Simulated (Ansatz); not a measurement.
The input, for Ansatz 0.2.0:

```yaml
crystal:
  periodic: [false, false, false]
  atoms:
    - {symbol: O, position_ang: [0.000000, -0.062747, -0.003354]}
    - {symbol: H, position_ang: [0.000000, 0.475032, -0.704958]}
    - {symbol: H, position_ang: [0.000000, 0.520981, 0.758196]}
basis:
  gaussian: {orbitals: aug-cc-pVDZ}
magnetization: {spin_polarized: false}
correlation: {method: sc_nevpt2, electrons: all, diis_vectors: 2}
accuracy: high
scf: {lower_state_search: light}
```

```sh
$ ansatz run in.yaml --threads 1 --pin off --events-out ev --progress --plain --max-ram 2393MiB
```

Task: What does the program do with this input?

Result: Refused. The settings were drawn as a stress test.
```
Error: "diis_vectors" apply only to coupled cluster; leave them out
```
